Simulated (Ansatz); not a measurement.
# What each rung costs, and what it gives

Saddle point of Si$_{2}$H$_{6}$O, singlet (Si₂H₄ ([SiH][SiH3]) + H₂O → Si₂H₆O ([OH][SiH2][SiH3]); bonds formed: Si1–H3; dative contacts that become bonds: Si1–O4; bonds broken: H3–O4), PBE0-D4/def2-TZVP structure:

```json
{"atom": "Si1", "x (Å)": "-0.1765", "y (Å)": "1.0154", "z (Å)": "0.0626"}
{"atom": "Si2", "x (Å)": "1.2109", "y (Å)": "-0.8307", "z (Å)": "0.4861"}
{"atom": "H3", "x (Å)": "-0.8354", "y (Å)": "1.5216", "z (Å)": "-1.3394"}
{"atom": "O4", "x (Å)": "-1.4014", "y (Å)": "0.3932", "z (Å)": "-1.2640"}
{"atom": "H5", "x (Å)": "-1.0536", "y (Å)": "1.0851", "z (Å)": "1.2800"}
{"atom": "H6", "x (Å)": "0.4135", "y (Å)": "-2.0423", "z (Å)": "0.8303"}
{"atom": "H7", "x (Å)": "2.0596", "y (Å)": "-1.1437", "z (Å)": "-0.6941"}
{"atom": "H8", "x (Å)": "2.1047", "y (Å)": "-0.5049", "z (Å)": "1.6329"}
{"atom": "H9", "x (Å)": "-2.3220", "y (Å)": "0.5062", "z (Å)": "-0.9941"}
```

Barriers are electronic and count from the start structure reached by relaxing down the imaginary mode.

Computed with Ansatz 0.2.0 (basis: as named in each row); correlated methods freeze the cores. B3LYP uses VWN-RPA correlation. Extrapolation: Hartree–Fock as exp(−7.88 √X), correlation as X^−2.97.

Times are rough, for one single point on 2 threads of a shared host (Arm Neoverse V1).

The estimate by CCSD(T) at an estimated basis limit (MP2 extrapolated from triple and quadruple zeta, plus CCSD(T) − MP2 in triple zeta) is 23.68 kcal/mol.

```csv
method,basis,time (s),barrier (kcal/mol),method less estimate
SPW92,def2-TZVPP,1,15.75,-7.92
BLYP-D4,def2-TZVPP,2,18.90,-4.77
PBE-D4,def2-TZVPP,2,17.40,-6.28
B3LYP-D4,def2-TZVPP,3,22.32,-1.36
BHLYP-D4,def2-TZVPP,3,27.61,3.93
PBE0-D4,def2-TZVPP,3,21.96,-1.72
CAM-B3LYP-D4,def2-TZVPP,3,23.46,-0.22
r2SCAN-D4,def2-TZVPP,4,18.06,-5.62
r2SCAN0-D4,def2-TZVPP,4,22.29,-1.39
RPA on PBE,def2-TZVPP,4,23.31,-0.36
B2PLYP,def2-TZVPP,6,22.14,-1.53
PBE-QIDH,def2-TZVPP,6,23.81,0.14
wB97X-V,def2-TZVPP,8,23.64,-0.03
B97M-V,def2-TZVPP,9,22.92,-0.75
wB97M-V,def2-TZVPP,10,25.50,1.82
MP2,def2-QZVPP,20,21.75,-1.93
CCSD(T),def2-TZVPP,46,24.43,0.76
```

All methods are single points on the PBE0-D4 structures.

The T1 diagnostic stays at or below 0.016. The restricted Hartree–Fock reference is unstable towards an unrestricted one at one or more of these structures.

Losses and insertions of silylenes and their heavier kin drive the gas-phase chemistry of silicon and germanium vapour deposition.

Labels in which every atom is bracketed show which atoms are joined, not bond orders.
